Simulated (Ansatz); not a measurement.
Mulliken charges of `NC=C(F)F` from PBE/def2-TZVPP in Ansatz (PBE0-D4/def2-TZVP geometry).

```tsv
atom	x (Å)	y (Å)	z (Å)	charge (e)
N1	-0.470	0.742	0.960	-0.282
C2	-0.130	-0.416	0.257	-0.132
C3	0.289	-0.444	-0.995	0.299
F4	0.493	-1.541	-1.700	-0.143
F5	0.519	0.636	-1.727	-0.154
H6	-0.125	0.740	1.909	0.162
H7	-0.186	1.590	0.491	0.151
H8	-0.299	-1.364	0.750	0.099
```

Task: By hand: the dipole of these point charges (1 e Å = 4.8032 D).

Result: Σ q r = (0.008, 0.060, 0.365) e Å, of length 0.370 e Å = 1.78 D.

Task: How does the dipole of the full density compare? (Estimate.)

Result: The calculation gave: (0.091, 0.134, 0.399) e Å, 2.07 D; the point charges give 0.86 times that, at 14° from its direction.

Point charges leave out the atoms' own dipoles, such as those of lone pairs, and Mulliken's split depends on the basis, so the close match here is no proof of good charges.
